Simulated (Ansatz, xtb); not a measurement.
## B2H2O: where a starting geometry ends

The starting geometry of this gas-phase triplet was built from a drawn formula by distance geometry and a force field; its bonds are those of `[B]OB`.

```
atom    x (Å)    y (Å)    z (Å)
   B  -1.5500  -1.1024   0.4822
   B  -1.2859   0.8282  -0.8129
   O  -1.4871   0.3810   0.5984
   H  -0.1677   1.0615  -1.1814
   H  -2.2093   1.1079  -1.4923
```

Problem. Where would you expect an optimisation with r2SCAN-D4/def2-SVP to take it?

Solution. A new bond forms, giving a structure given below by its coordinates. Distances that change by over a tenth: B1–O3 (1.49 → 1.30 Å). Contacts that close: B1–B2 (2.34 → 1.87 Å).

The energy falls by 0.90 eV over 8 steps:

```json
{"step": "1", "E − E(last) (eV)": "0.903"}
{"step": "2", "E − E(last) (eV)": "0.343"}
{"step": "3", "E − E(last) (eV)": "0.104"}
{"step": "4", "E − E(last) (eV)": "0.062"}
{"step": "5", "E − E(last) (eV)": "0.015"}
{"step": "6", "E − E(last) (eV)": "0.002"}
{"step": "7", "E − E(last) (eV)": "0.000"}
{"step": "8", "E − E(last) (eV)": "0.000"}
```

Final geometry (Å):

```xyz
5

B    -1.4848   -0.8198    0.2255
B    -1.2868    0.7439   -0.7767
O    -1.5147    0.4066    0.6700
H    -0.1408    0.9394   -1.1029
H    -2.2730    1.0061   -1.4221
```

From the same start GFN2-xTB reaches the same bonding as this run.

No frequencies were run, so the end isn't proven a minimum. Open shells are spin-unrestricted. The triplet needn't be the ground state. Run with Ansatz 0.2.0, 14 s on 2 threads of Arm Neoverse V1 (shared host).
